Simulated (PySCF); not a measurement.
# Vertical excitation energies

Cyclopentadienethione, C5H4S.
Structure used (GFN2-xTB), in Å, numbered top down from 1:
```xyz
10
C5H4S angstrom
S      2.692   -0.669    0.161
C      1.114   -0.276    0.065
C     -0.009   -1.202   -0.059
C     -1.135   -0.474   -0.106
C     -0.787    0.953   -0.015
C      0.546    1.070    0.086
H      0.106   -2.267   -0.100
H     -2.143   -0.836   -0.195
H     -1.513    1.745   -0.031
H      1.138    1.960    0.171
```

The calculation used TDDFT wB97X-D/def2-SVPD, vertical, gas phase, core orbitals frozen in the response in PySCF 2.14.0, density-fitted response routines.

| state | E (eV) | E (hartree) | f | \|μ\| (D) | symmetry | main configurations (H = HOMO, L = LUMO) |
| --- | --- | --- | --- | --- | --- | --- |
| S1 | 1.64 | 0.0602 | 0.0000 | 0.00 | – | H→L (98%) |
| S2 | 2.32 | 0.0852 | 0.0005 | 0.25 | – | H-1→L (100%) |
| S3 | 4.74 | 0.1743 | 0.420 | 4.83 | A1 | H-2→L (95%) |
| S4 | 5.57 | 0.2048 | 0.0063 | 0.55 | B1 or B2 | H-3→L (96%) |
| S5 | 6.24 | 0.2294 | 0.0001 | 0.08 | – | H-4→L (95%) |
| S6 | 6.28 | 0.2309 | 0.0000 | 0.00 | – | H-6→L (89%), H→L+2 (9%) |
| S7 | 6.75 | 0.2480 | 0.0000 | 0.00 | – | H→L+2 (78%), H-7→L (10%), H-6→L (9%) |
| S8 | 6.87 | 0.2526 | 0.066 | 1.59 | B1 or B2 | H→L+1 (48%), H→L+3 (36%) |

Triplets (Tamm–Dancoff): T1 1.19 eV, H→L (98%); T2 1.54 eV, H-1→L (96%); T3 2.33 eV, H-2→L (96%).

The lowest singlet comes at 757 nm (158 kJ/mol) in the near infrared; it is dark (f under 0.0005); its leading configuration is HOMO→LUMO (98%). The most intense listed level is S3 at 4.74 eV (261 nm, f = 0.420), 3.11 eV above S1. Löwdin shares by element: HOMO sulfur 77%, carbon 13% or more; LUMO carbon 46% or more, sulfur 36% (atoms not listed hold the other 18%). Of the 8 states listed, 2 reach f = 0.01 and 4 stay under 0.0005. The listed states span 5.24 eV, and the widest gap between neighbours is 2.42 eV (S2 to S3). Orbital energies (eV): HOMO-3 -12.68, HOMO-2 -10.14, HOMO-1 -8.92, HOMO -8.68, LUMO -1.99, LUMO+1 2.28, LUMO+2 2.61. S2 lies in the visible range (380 to 750 nm), at 535 nm, f = 0.0005; light of that wavelength is green, and its complementary colour is purple; a Tamm–Dancoff triplet lies at 532 nm, without intensity as long as spin–orbit coupling is left out. Symmetry labels in C2v follow from the direction of the transition dipole and are given only for states with f of 0.002 or more; B1 and B2 swap with the choice of axes. Only the lowest 8 singlets were computed, as vertical energies without vibronic structure.

The run took 18 s wall on one thread, Arm Neoverse V1 (shared host).
